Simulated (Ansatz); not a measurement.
C4H9ClO, SMILES `CCOCCCl`. Total charge 0; spin multiplicity 1. The structure was optimised at the PBE0-D4/def2-TZVP level. It is one conformer, not always the lowest.

```xyz
15

C     0.699    1.598    1.629
C     0.310    0.287    0.995
O    -0.547    0.554   -0.094
C    -1.022   -0.591   -0.748
C    -0.027   -1.088   -1.781
Cl   -0.680   -2.520   -2.613
H     1.226    2.230    0.912
H    -0.187    2.134    1.973
H     1.355    1.425    2.485
H     1.207   -0.254    0.664
H    -0.209   -0.357    1.721
H    -1.249   -1.394   -0.033
H    -1.953   -0.317   -1.249
H     0.918   -1.385   -1.328
H     0.160   -0.324   -2.534
```

Task: What is the dipole moment at r2SCAN/def2-TZVPP? (Best estimate.)

Result: Ansatz gave: 1.95 D, with components (1.01, 0.71, 1.50) D in this frame, pointing from negative to positive charge.

Task: And with PBE, B3LYP, ωB97M-V? (Estimate.)

Result: The calculation gave: PBE 1.84 D, B3LYP 1.87 D, ωB97M-V 1.86 D.

Task: Give the Mulliken charges with r2SCAN, PBE, B3LYP in def2-TZVPP. (An estimate is asked.)

Result: Ansatz gave: 
```tsv
atom	r2SCAN	PBE	B3LYP
C1	-0.13	-0.24	-0.23
C2	0.12	0.01	0.04
O3	-0.33	-0.26	-0.32
C4	0.11	0.02	0.04
C5	0.00	-0.10	-0.09
Cl6	-0.18	-0.16	-0.17
H7	0.05	0.09	0.08
H8	0.05	0.09	0.09
H9	0.04	0.08	0.07
H10	0.03	0.06	0.06
H11	0.03	0.06	0.06
H12	0.03	0.05	0.06
H13	0.05	0.09	0.10
H14	0.07	0.11	0.11
H15	0.07	0.11	0.11
```

B3LYP here is the variant with VWN-RPA as its local correlation; programs differ in this.
